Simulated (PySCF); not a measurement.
# C2H2F2 (vinylidene fluoride): levels of theory compared

Aim: a comparison of 6 runs (B2PLYP/aug-cc-pVDZ, B3LYP/aug-cc-pVDZ, BLYP/aug-cc-pVDZ, PBE0/aug-cc-pVDZ, TPSS/aug-cc-pVDZ, CCSD(T)/aug-cc-pVDZ) of C2H2F2 (vinylidene fluoride). The job is set up through a Python script.

The calculation is run with PySCF 2.14.0.

### 1 The structure to begin with

C2H2F2 has 6 atoms, charge 0, and is taken as a singlet. As SMILES, `C=C(F)F`. Geometry: relaxed at PBE0-D4/def2-TZVP.

Bond lengths: C1–C2 1.315 Å, C2–F3 1.313 Å, C2–F4 1.313 Å, C1–H5 1.079 Å, C1–H6 1.079 Å. Angles: C1–C2–F3 125.2°, C1–C2–F4 125.2°, F3–C2–F4 109.6°, C2–C1–H5 119.7°, C2–C1–H6 119.7°, H5–C1–H6 120.6°.

### 2 The energy at B2PLYP/aug-cc-pVDZ (run 1)

input.py reads:

```python
from pyscf import gto, dft, mp

molecule = gto.M(
    atom='''
C     -0.115900     0.471000    -0.544400
C      0.105000    -0.394600     0.420100
F     -0.454900    -0.363600     1.607600
F      0.919200    -1.422100     0.343000
H      0.394200     0.360600    -1.488400
H     -0.805600     1.284800    -0.384200
''',
    basis='aug-cc-pvdz',
    max_memory=1860,
    verbose=3,
)

myscf = dft.RKS(molecule, xc='0.53*HF + 0.47*B88, 0.73*LYP')
myscf.conv_tol = 1e-10
myscf.grids.level = 5
myscf.kernel()
if not myscf.converged:
    myscf = myscf.newton().run(myscf.mo_coeff, myscf.mo_occ)

pt = mp.MP2(myscf, frozen=4).run()
etot = myscf.e_tot + 0.27 * pt.e_corr
print('PT2 part  %.8f' % (0.27 * pt.e_corr))
print('E(%s) = %.9f' % ('B2PLYP', etot))
```

Run with:

```console
$ OMP_NUM_THREADS=1 python input.py
```

Standard output:

```text
converged SCF energy = -276.665470943058
E(RMP2) = -277.480313579682  E_corr = -0.814842636624171
E(SCS-RMP2) = -277.454606253963  E_corr = -0.789135310904656
PT2 part  -0.22000751
E(B2PLYP) = -276.885478455
```

It took 17 s on 1 thread of Arm Neoverse V2, shared host; peak memory 0.57 GiB.

### 3 A single-point energy at B3LYP/aug-cc-pVDZ (run 2)

calc.py reads:

```python
# C=C(F)F
from pyscf import gto, dft

mol = gto.M(
    atom='''
C     -0.219019     0.890061    -1.028767
C      0.198421    -0.745686     0.793874
F     -0.859636    -0.687104     3.037924
F      1.737036    -2.687380     0.648176
H      0.744930     0.681435    -2.812668
H     -1.522363     2.427920    -0.726033
''',
    basis='aug-cc-pvdz',
    max_memory=1860,
    verbose=3,
    unit='bohr',
    charge=0,
)

mf = dft.RKS(mol)
mf.xc = 'b3lyp'
mf.conv_tol = 1e-10
mf.grids.level = 5
mf.kernel()
if not mf.converged:
    mf = mf.newton().run(mf.mo_coeff, mf.mo_occ)

etot = mf.e_tot
print(f'total energy: {etot:.8f} hartree')
```

Run with:

```console
$ OMP_NUM_THREADS=1 python calc.py
```

Standard output:

```text
converged SCF energy = -277.102840584737
total energy: -277.10284058 hartree
```

Run time: 17 s. Hardware: 1 thread of Arm Neoverse V2, shared host; peak memory 0.57 GiB.

Runs 3 to 5 aren't shown in full; the table further down has their settings and results.

### 4 The energy at CCSD(T)/aug-cc-pVDZ (run 6)

job.py reads:

```python
from pyscf import gto, scf, cc

system = gto.M(
    atom=[
    ('C', (-0.115900, 0.471000, -0.544400)),
    ('C', (0.105000, -0.394600, 0.420100)),
    ('F', (-0.454900, -0.363600, 1.607600)),
    ('F', (0.919200, -1.422100, 0.343000)),
    ('H', (0.394200, 0.360600, -1.488400)),
    ('H', (-0.805600, 1.284800, -0.384200)),
],
    verbose=4,
    basis='aug-cc-pvdz',
    spin=0,
    max_memory=1860,
)

mf = scf.RHF(system)
mf.conv_tol = 1e-10
mf.kernel()
if not mf.converged:
    mf = mf.newton().run(mf.mo_coeff, mf.mo_occ)

mycc = cc.CCSD(mf, frozen=4)
mycc.kernel()
e_t = mycc.ccsd_t()
etot = mycc.e_tot + e_t
print('Final energy', etot)
```

Run with:

```console
$ OMP_NUM_THREADS=1 python job.py
```

Standard output:

```text
PySCF version 2.14.0

[... 62 lines left out ...]
converged SCF energy = -275.776750912014
[... 12 lines left out ...]
Init t2, MP2 energy = -276.449410042237  E_corr(MP2) -0.672659130222398
[... 12 lines left out ...]
CCSD converged
[... 2 lines left out ...]
Final energy -276.49158597506573
```

It took 83 s on 1 thread of Arm Neoverse V2, shared host; peak memory 0.88 GiB.

### 5 The series

```tsv
run	level	frozen core orbitals	integration grid	energy (Eh)	dipole moment (D) of the reference	HOMO energy (eV)	LUMO energy (eV)	wall time
1	B2PLYP/aug-cc-pVDZ	4	5	-276.885478	1.39	-8.90	0.37	17 s
2	B3LYP/aug-cc-pVDZ	–	5	-277.102841	1.25	-7.58	-0.24	17 s
3	BLYP/aug-cc-pVDZ	–	5	-277.054924	1.12	-6.37	-0.64	16 s
4	PBE0/aug-cc-pVDZ	–	5	-276.821078	1.24	-7.79	0.04	17 s
5	TPSS/aug-cc-pVDZ	–	5	-277.132393	1.15	-6.50	-0.50	36 s
6	CCSD(T)/aug-cc-pVDZ	4	–	-276.491586	1.50	-10.71	1.02	83 s
```

### 6 Results

```
                                          quantity          value
                               run 6: total energy  -276.49159 Eh
       run 6: dipole moment (Hartree–Fock density)         1.50 D
        run 6: HOMO energy (Hartree–Fock orbitals)      -10.71 eV
        run 6: LUMO energy (Hartree–Fock orbitals)        1.02 eV
      run 6: HOMO–LUMO gap (Hartree–Fock orbitals)       11.73 eV
run 6: correlation energy (4 core orbitals frozen)     -714.8 mEh
                             run 6: (T) correction     -21.52 mEh
                              run 6: T1 diagnostic          0.013
```

What this shows: Over runs 1, 2, 3, 4, 5 the dipole moment (its size) runs from 1.12 D (BLYP/aug-cc-pVDZ) to 1.39 D (B2PLYP/aug-cc-pVDZ). A double hybrid's value is that of its SCF part. Over runs 1, 2, 3, 4, 5 the HOMO–LUMO gap runs from 5.73 eV (BLYP/aug-cc-pVDZ) to 9.27 eV (B2PLYP/aug-cc-pVDZ). Totals of different functionals can't be ranked against each other. All runs together took 3.1 min, the longest 83 s.
